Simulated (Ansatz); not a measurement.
# Molybdenum, bcc: convergence with the plane-wave cutoff

Computed with Ansatz, LDA, scalar-relativistic PAW, on the relaxed cell (a = 3.113 Å; spin not included). Errors count from a run at 420 eV on a Γ-centred 23×23×23 mesh with Fermi-Dirac smearing of 0.1 eV, extrapolated to zero width. Fixed here: mesh 14×14×14, Fermi-Dirac width 0.1 eV. The pressure holds a Pulay correction and is unreliable far below the recommended cutoff. The SCF starts from atomic densities corrected by a trained network.

```
cutoff (eV)  E(σ→0) error (meV/atom)  P (GPa)  SCF iterations
        150                  18250.3   -63.96               6
        200                   3837.1     0.56               6
        250                    579.9     1.09               6
        300                     81.2    -0.09               6
        350                     20.4     0.01               6
        420                     15.7     0.04               6
        500                     15.5     0.04               6
        600                     15.5     0.04               6
        800                     15.4     0.04               6
```

Within 5 meV/atom of the last row: from 420 eV on.
